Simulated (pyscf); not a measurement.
**Addition across a multiple bond or ene-type step: `[O]=[Sn]=[O]` + `[SH2]` → `[O]=[Sn]([OH])[SH]`**

Gas phase, singlet surface, charge 0. Bonds broken: S4–H5. Bonds formed: Sn2–S4, O3–H5. PySCF, gas phase, ωB97X-D3(BJ)/def2-SVP geometries. MP2 and CC: frozen core, UHF for open shells. ΔMP2 is the change of the MP2 total energy from the triple- to the quadruple-zeta basis.

Transition state (Å):

```xyz
6

O      0.6791     3.3883     0.7760
Sn     0.7129     1.5797     0.5735
O      1.1655    -0.2250     0.5329
S     -1.5461     0.2664    -0.2703
H     -0.3308    -0.4712     0.0406
H     -2.0500     0.1477     0.9750
```

One imaginary mode, 545i cm⁻¹; descent along it reached the two sides named, in the forms told below.

```
bond    change  reactant side (Å)  saddle  product side
------  ------  -----------------  ------  ------------
S4–H5   breaks              1.353   1.455           3.2
Sn2–S4   forms                2.9     2.7         2.376
O3–H5    forms              2.415   1.594         0.966
```

Electronic energies relative to the separated reactants (eV):

```tsv
level	barrier	reaction energy	reverse barrier
ωB97X-D3(BJ)/def2-TZVP	-0.43	-2.76	2.33
PBE/def2-TZVP	-0.35	-2.16	1.80
r²SCAN/def2-TZVP	-0.39	-2.40	2.01
B3LYP-D3(BJ)/def2-TZVP	-0.29	-2.37	2.08
PBE0-D3(BJ)/def2-TZVP	-0.41	-2.55	2.14
M06-2X/def2-TZVP	-0.32	-2.72	2.40
ωB97M-D3(BJ)/def2-TZVP	-0.23	-2.51	2.27
HF/def2-TZVP	0.16	-2.85	3.01
MP2/def2-QZVPP	-0.24	-2.29	2.05
CCSD/def2-TZVPP	-0.09	-2.49	2.39
CCSD(T)/def2-TZVPP	-0.14	-2.33	2.19
CCSD(T)/def2-TZVPP + ΔMP2(QZVPP)	-0.20	-2.38	2.18
```

With CCSD(T)/def2-TZVPP + ΔMP2(QZVPP) energies and thermal terms (ideal gas, 1 atm, RRHO with modes under 100 cm⁻¹ raised to 100, one conformer, R ln 2 for chiral ones without a mode under 150 cm⁻¹), in eV:

```json
[
 {"T (K)": "298", "ΔH‡": "-0.23", "ΔG‡": "0.18", "ΔH": "-2.26", "ΔG": "-1.89"},
 {"T (K)": "600", "ΔH‡": "-0.23", "ΔG‡": "0.59", "ΔH": "-2.23", "ΔG": "-1.53"},
 {"T (K)": "900", "ΔH‡": "-0.21", "ΔG‡": "1.00", "ΔH": "-2.20", "ΔG": "-1.18"},
 {"T (K)": "1200", "ΔH‡": "-0.19", "ΔG‡": "1.40", "ΔH": "-2.17", "ΔG": "-0.85"}
]
```

On the reactant side the descent ends in an adduct with a S–Sn contact, 0.59 eV under the separated species and 0.17 eV under the saddle at ωB97X-D3(BJ)/def2-TZVP. On the product side the descent ends in a point that may be a rotor saddle (no frequency run), 0.07 eV over the lowest minimum found and 2.27 eV under the saddle at ωB97X-D3(BJ)/def2-TZVP. At ωB97X-D3(BJ)/def2-TZVP, PBE, r²SCAN, B3LYP-D3(BJ), PBE0-D3(BJ), M06-2X, ωB97M-D3(BJ)/def2-TZVP, MP2, CCSD, CCSD(T), CCSD(T) the saddle lies under the separated reactants, which points to a path from their complex (located at ωB97X-D3(BJ) alone). What is counted as formed (S–Sn) is already present as a longer contact in the reactant adduct; forming that adduct is a step of its own. O=Sn(OH)–SH lies 1.29 eV over its isomer HO–Sn(OH)=S (electronic energy, ωB97M-D3(BJ)/def2-TZVP). This is the saddle that the search found; another between the same sides may lie lower. The CCSD(T) − MP2 part came from Ansatz, without density fitting, on the same reference. The largest closed-shell T1 diagnostic is 0.031, which may signal static correlation. The frozen core leaves the outer d or s,p core shells of the metals and heavy elements correlated in the MP2 and CC values, and def2-TZVPP describes them poorly, which can shift differences by a few kcal/mol. Elements past Kr carry the def2 core potentials, without spin-orbit coupling.
